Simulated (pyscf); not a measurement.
SnH₂ (SMILES [SnH2]) [singlet] + SnH₄ (SMILES [SnH4]) + H₂O (SMILES O) -> HO–SnH₂–SnH₃ (SMILES [OH][SnH2][SnH3]) + H₂ (SMILES [H][H]) (multi-bond step; singlet surface; H–Sn, H–O broken, Sn–Sn, O–Sn, H–H formed). Single points on ωB97X-D3(BJ)/def2-SVP structures (PySCF, gas phase). Energies in kcal/mol from the separated reactants.

| level | barrier | reaction energy |
|---|---|---|
| ωB97X-D3(BJ)/def2-TZVP | -1.8 | -42.3 |
| r²SCAN/def2-TZVP | [?] | -35.1 |
| B3LYP-D3(BJ)/def2-TZVP | 4.6 | -30.2 |
| PBE0-D3(BJ)/def2-TZVP | 0.1 | -33.1 |
| M06-2X/def2-TZVP | 2.5 | -34.1 |
| ωB97M-D3(BJ)/def2-TZVP | [?] | [?] |

**Question.** Some entries are withheld; supply them.

**Answer.** 
- r²SCAN/def2-TZVP, barrier: -1.2
- ωB97M-D3(BJ)/def2-TZVP, barrier: 8.3
- ωB97M-D3(BJ)/def2-TZVP, reaction energy: -29.3

On the reactant side the descent ends in an adduct with a O–Sn contact (not fully relaxed), 20.2 kcal/mol under the separated species and 18.4 kcal/mol under the saddle at ωB97X-D3(BJ)/def2-TZVP. At ωB97X-D3(BJ), r²SCAN the saddle lies under the separated reactants, which points to a path from their complex (located at ωB97X-D3(BJ) alone). What is counted as formed (O–Sn) is already present as a longer contact in the reactant adduct; forming that adduct is a step of its own. One saddle was located; it need not be the lowest between these sides. Elements past Kr carry the def2 core potentials, without spin-orbit coupling.
